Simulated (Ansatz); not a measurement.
Rock-salt TiC was calculated with BLYP (PAW; Ansatz, an electronic-structure program).

Numerical settings: plane-wave cutoff 520 eV, 22×22×22 k mesh, Fermi–Dirac smearing 0.05 eV, no spin polarisation, scalar-relativistic PAW data made under PBE.

Computed points:

```
V (Å³/atom)  E − E_lowest (meV/atom)  P (GPa)
-----------  -----------------------  -------
9.872                          30.37    16.26
10.082                         13.04    10.28
10.292                          3.15     4.89
10.502                          0.00     0.01
10.712                          2.92    -4.40
10.922                         11.34    -8.38
11.132                         24.72   -11.97
```

Estimate the bulk modulus from the pressures at 10.292 and 10.712 Å³/atom, and compare it with a fit to all energies.

B = −V dP/dV. Between V = 10.292 and 10.712 Å³/atom, dP/dV = (-4.40 − (4.89))/(10.712 − 10.292) = -22.1 GPa per Å³/atom; at the midpoint 10.502 Å³/atom this gives B ≈ 232 GPa. The third-order Birch–Murnaghan fit gives V0 = 10.502 Å³/atom, B0 = 232 GPa, B′ = 4.1, which lies within 1 % of that estimate.

Measured, for comparison: bulk modulus 240 GPa (temperature not stated, no zero-point or thermal correction, our sources range from 235 to 268; as tabulated in Krasnenko and Brik (2013), arXiv:1306.3139); equilibrium volume per atom 10.15 Å³/atom (temperature not stated, no zero-point or thermal correction; as tabulated in Zhang et al. (2018), doi:10.1088/1367-2630/aac7f0). Computed (rounded) less measured: bulk modulus not scored (sources differ), equilibrium volume per atom +3.4 %.

Static lattice: no zero-point or thermal effects.

Computing time: very roughly 120 core-seconds.
